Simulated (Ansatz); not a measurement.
Basis-set extrapolation for H₆NPSi, SMILES `[SiH3]NP` (PBE0-D4/def2-TZVP geometry, frozen core, Ansatz). Multiplicity 1, RHF reference.

```json
{"": "HF", "def2-TZVPP": "-687.682074", "def2-QZVPP": "-687.704661"}
{"": "MP2 correlation", "def2-TZVPP": "-0.497553", "def2-QZVPP": "-0.534475"}
{"": "CCSD(T) correlation", "def2-TZVPP": "-0.565614", "def2-QZVPP": "not run"}
```

Energies in hartree. Use E(X) = E(∞) + A·exp(−7.88·√X) for Hartree–Fock and E(X) = E(∞) + B·X^(−2.97) for correlation, with X = 3 and 4, and add CCSD(T) minus MP2 of the smaller set to the MP2 limit.

Question: What is the CCSD(T) energy at the basis-set limit?

Answer: HF limit: -687.704661 + (-0.022587) × 0.13774 = -687.70777. MP2 limit: -0.534475 + (-0.036922) × 0.74074 = -0.56182. Higher-order term: -0.565614 − (-0.497553) = -0.06806. Total: -688.33765 hartree, 236.2 kJ/mol below CCSD(T)/def2-TZVPP.
